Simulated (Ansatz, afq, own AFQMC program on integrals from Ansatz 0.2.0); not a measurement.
Atomization energy of CH₂Al, quartet

| atom | x (Å) | y (Å) | z (Å) |
| --- | --- | --- | --- |
| Al | 0.0000 | -0.0744 | 0.6134 |
| C | 0.0000 | 0.0101 | -1.3080 |
| H | 0.0000 | 1.3217 | 1.4205 |
| H | 0.0000 | 0.5490 | -2.2537 |

Connectivity, by distances: AlH–CH.

Atoms in their ground-state spins without spin–orbit coupling (mostly on UHF) minus the molecule (UHF), without zero-point energy. The geometry is a stationary point, not shown to be a minimum.

Basis cc-pVDZ. Only valence electrons are correlated. Integrals, coupled cluster, full CI and functionals: Ansatz 0.2.0; the random walks run on the same integrals in our own AFQMC program. ph-AFQMC/CISD is guided by a CISD state made of CCSD amplitudes; releasing the constraint for a short imaginary time cuts its bias at the price of noise, slowly where states lie close. Free AFQMC starts from the CCSD state and is never constrained. Its projection time is finite, and what remains of the start isn't in its error. Uncertainties: one standard error, sampling alone. The errors of all members are added in quadrature.

No full CI on the walks' own integrals is used here; CCSDT(Q) serves as the reference and is uncertain by about the last step of the cluster series. Each member takes its own surest rung, up to full CI.

The best estimate is CCSD(T) at the basis-set limit (CBS: def2-TZVPP and def2-QZVPP, with their diffuse functions for anions and beside diffuse sets, CCSD(T) itself extrapolated) plus the step from CCSD(T) to CCSDT(Q) in cc-pVDZ. Rows without CBS are in cc-pVDZ, the functionals in def2-TZVP; B2PLYP and the wave-function rows carry a basis error of their own. Core correlation and relativity beyond core potentials are missing, and ± holds the sampling alone.

Cautions: CH₂Al (quartet): lower spins were not checked, the ph-AFQMC/CISD walk drifts between its halves (2.2 errors).

| level | atomization energy (kcal/mol) |
| --- | --- |
| MP2 | 200.5 |
| PBE0 | 223.0 |
| B2PLYP | 216.5 |

(1) From these cheaper values, estimate the atomization energy at the level of the best estimate.

(1) 219.9 kcal/mol (best estimate, highest rung CCSDT(Q)).

| level | atomization energy (kcal/mol) | error against the best estimate (kcal/mol) |
| --- | --- | --- |
| HF | 170.5 | -49.4 |
| CCSD | 196.2 | -23.7 |
| CCSD(T) | 197.4 | -22.5 |
| ph-AFQMC/CISD | 197.7 ± 0.2 | -22.2 ± 0.2 |
| released AFQMC | 197.8 ± 0.2 | -22.1 ± 0.2 |
| free AFQMC | 197.5 ± 0.3 | -22.4 ± 0.3 |
| HF/CBS | 178.5 | -41.4 |
| MP2/CBS | 220.9 | 1.0 |
| CCSD(T)/CBS | 219.6 | -0.3 |
| PBE | 224.1 | 4.1 |
| r2SCAN | 229.2 | 9.3 |
| B3LYP | 219.4 | -0.5 |
| wB97M-V | 218.6 | -1.3 |
| surest rungs in cc-pVDZ | 197.7 | -22.2 |

Correlation beyond CCSD(T) adds 0.3 kcal/mol. Going to the basis-set limit adds 22.2 kcal/mol at CCSD(T). The perturbative (T) step is worth +1.2 kcal/mol. The functionals spread over 12.8 kcal/mol; B3LYP and wB97M-V come nearest and r2SCAN is 9.3 kcal/mol too high.

Best estimates are given only where the step beyond CCSD(T) is under 0.3 eV and no member's determinant is very poor (T1 over 0.05, or 0.07 for open shells, ⟨S²⟩ too high by 0.3, two states mixed), so the hardest cases are missing from such tables.

The functionals ran in a triple-zeta set and keep a basis error of their own, a few kJ/mol for each bond in atomization energies and more for double hybrids, so close places among them and the extrapolated levels can swap.

Free projections are given only where their last times agree within the noise and don't stop above the reference; a slow remainder of the start can still hide under it. Each member of a difference takes its own highest rung, so a best estimate needn't equal the limit plus the step of one row. A walk keeps the symmetry of its determinant, which the program's search chose and which needn't be the lowest solution, so a lower state of the same spin and another symmetry isn't excluded. Released energies are given only where the last usable release times agree within the noise; a slower fall can still hide under it.
